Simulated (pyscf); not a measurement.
Four-centre exchange: `[CH3][CH2][ZnH]` + `[FH]` → `[CH3][CH3]` + `[F][ZnH]`

Gas phase, singlet surface, charge 0. Bonds broken: C2–Zn3, F10–H11. Bonds formed: C2–H11, Zn3–F10. Structures and frequencies: ωB97X-D3(BJ)/def2-SVP in PySCF.

Transition state (Å):

```xyz
11

C     -1.9044     1.0814    -0.5840
C     -0.5551     0.8075     0.0988
Zn    -0.2546    -1.3048    -0.0432
H     -2.0466     0.4609    -1.4858
H     -2.7427     0.8542     0.0948
H     -2.0137     2.1324    -0.9001
H     -0.3895     1.5461     0.9054
H      0.2880     1.0104    -0.5897
H     -0.0309    -2.5356    -0.9348
F     -0.5271    -0.9757     1.9441
H     -0.5490    -0.0610     1.2621
```

One imaginary mode, 1013i cm⁻¹; descent along it reached the two sides named.

| bond | change | reactant side (Å) | saddle | product side |
|---|---|---|---|---|
| C2–Zn3 | breaks | 1.973 | 2.138 | 2.9 |
| F10–H11 | breaks | 0.929 | 1.141 | 2.291 |
| C2–H11 | forms | 2.472 | 1.452 | 1.102 |
| Zn3–F10 | forms | 2.426 | 2.033 | 1.760 |

Electronic energies relative to the separated reactants (kcal/mol):

| level | barrier | reaction energy | reverse barrier |
|---|---|---|---|
| ωB97X-D3(BJ)/def2-TZVP | 6.7 | -29.5 | 36.2 |
| PBE/def2-TZVP | 4.6 | -29.3 | 33.9 |
| r²SCAN/def2-TZVP | 2.9 | -31.1 | 34.0 |
| B3LYP-D3(BJ)/def2-TZVP | 7.5 | -30.6 | 38.0 |
| PBE0-D3(BJ)/def2-TZVP | 5.5 | -28.3 | 33.8 |
| M06-2X/def2-TZVP | 4.4 | -30.3 | 34.8 |
| ωB97M-D3(BJ)/def2-TZVP | 7.3 | -29.7 | 37.0 |
| HF/def2-TZVP | 17.7 | -36.0 | 53.7 |

With ωB97M-D3(BJ)/def2-TZVP energies and thermal terms (ideal gas, 1 atm, RRHO with modes under 100 cm⁻¹ raised to 100, one conformer, R ln 2 for chiral ones without a mode under 150 cm⁻¹), in kcal/mol:

```json
[
 {"T (K)": "298", "ΔH‡": "5.7", "ΔG‡": "15.4", "ΔH": "-28.4", "ΔG": "-27.7"},
 {"T (K)": "600", "ΔH‡": "5.5", "ΔG‡": "25.3", "ΔH": "-29.1", "ΔG": "-26.7"},
 {"T (K)": "900", "ΔH‡": "5.8", "ΔG‡": "35.1", "ΔH": "-29.6", "ΔG": "-25.3"},
 {"T (K)": "1200", "ΔH‡": "6.3", "ΔG‡": "44.8", "ΔH": "-29.8", "ΔG": "-23.9"}
]
```

This is the saddle that the search found; another between the same sides may lie lower. Elements up to Kr have no core potential and no relativistic terms here.
